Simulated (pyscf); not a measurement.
Single points on ωB97X-D3(BJ)/def2-SVP structures (PySCF, gas phase).

Problem. H₃Si–SeH (SMILES [SiH3][SeH]) + HF (SMILES F) → F–SiH₂–SeH (SMILES F[SiH2][SeH]) + H₂ (SMILES [H][H])
Surface: singlet. Broken: H–Si, F–H. Formed: F–Si, H–H. Give ΔE‡ and ΔE from ωB97M-D3(BJ)/def2-TZVP, relative to the separated reactants.

Solution. ΔE‡ = 118.2 kJ/mol, ΔE = -118.8 kJ/mol. Zero-point energy shifts the barrier by +2.4 kJ/mol. It is a four-centre exchange, with an imaginary mode of 1183i cm⁻¹. On the reactant side the descent ends in a complex, 23.8 kJ/mol under the separated species and 143.5 kJ/mol under the saddle at ωB97X-D3(BJ)/def2-TZVP. One saddle was located; it need not be the lowest between these sides. Elements up to Kr have no core potential and no relativistic terms here.
